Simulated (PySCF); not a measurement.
# A diatomic session: LiN−

What are the lowest state that PBE0 finds, the bond length, vibrational wavenumber and bond energy of LiN−, and how much do these hang on the method?

Computed with PySCF 2.14.0. Level: Li aug-pcseg-1, N aug-pcseg-1, no relativity.

4 further runs of the same task are left out: 4 set aside as unsound or not needed.

## 1. Set-up

A driver script around PySCF takes these settings:

```yaml
atoms: Li, N
charge: -1
basis: Li aug-pcseg-1, N aug-pcseg-1
Hamiltonian: no relativity
basis_functions: 36
electrons_treated: 11
masses_in_u: 7.0160, 14.0031
levels: PBE0, PBE, r²SCAN, PW91, M06, r²SCAN0, MP2, SCS-MP2, CCSD, CCSD(T)
grid: 80 radial by 434 angular points
occupations: held fixed by the projection of orbital angular momentum
dissociation_limit: Li− + N, each in its ground configuration
starting_distance_in_angstrom: 2.040
values_of_2S_to_try: 1, 3
```

Started as:

```
> OMP_NUM_THREADS=1 python dia.py task.json out
```

Further steps of the session: PBE0 along the bond; PBE (GGA); r²SCAN; PW91 (GGA); M06 (hybrid meta-GGA); r²SCAN0 (hybrid meta-GGA); Correlated methods on the Hartree–Fock reference.

Before running it: what results should come out? Wanted: for each run, Re; ωe; De; μ.

As calculated:

Lowest PBE0 solution found, without spin–orbit coupling: ⁴Σ⁻ (quartet), unpaired electrons σ ↑, π ↑↑.

```tsv
level	Re (Å)	ωe (cm⁻¹)	De (eV)	μ (D)
UHF-MP2	1.954	559	1.45	n/a
UHF-SCS-MP2	1.953	554	1.42	n/a
UHF-CCSD	1.961	542	1.14	n/a
UHF-CCSD(T)	1.969	532	1.21	n/a
PBE	1.966	541	2.04	6.66
PW91	1.965	541	2.07	6.57
r²SCAN	1.975	532	1.77	6.87
PBE0	1.947	567	1.80	6.71
r²SCAN0	1.957	556	1.61	6.67
```

De is counted to Li− + N in their ground configurations. A positive dipole points from Li to N; in an ion it is taken about the centre of mass and does not tell which atom is negative. No constants: M06 (the points don't follow one smooth fit).

Differences from CCSD(T) in the same basis:

```tsv
level	Re (mÅ)	ωe (%)
UHF-MP2	-15	+5.1
UHF-SCS-MP2	-15	+4.1
UHF-CCSD	-8	+1.8
PBE	-2	+1.7
PW91	-3	+1.6
r²SCAN	+7	0.0
PBE0	-21	+6.6
r²SCAN0	-12	+4.5
```

In words: Against CCSD(T) in the same basis, the bond length is nearest at PBE (-2 mÅ) and farthest at PBE0 (-21 mÅ); the wavenumber is nearest at r²SCAN (0.0 %) and farthest at PBE0 (+6.6 %). CCSD(T) in a basis this small is itself some way from its limit, more so than the functionals. Of the levels with a De here, UHF-CCSD gives the least (1.14 eV) and PW91 the most (2.07 eV).

Correlated steps freeze 1 core orbital. With some functionals the highest level of the anion is positive, from self-interaction error or because the anion is truly unbound there; the finite basis then holds the extra electron, and no neutral molecule was run to test the binding.
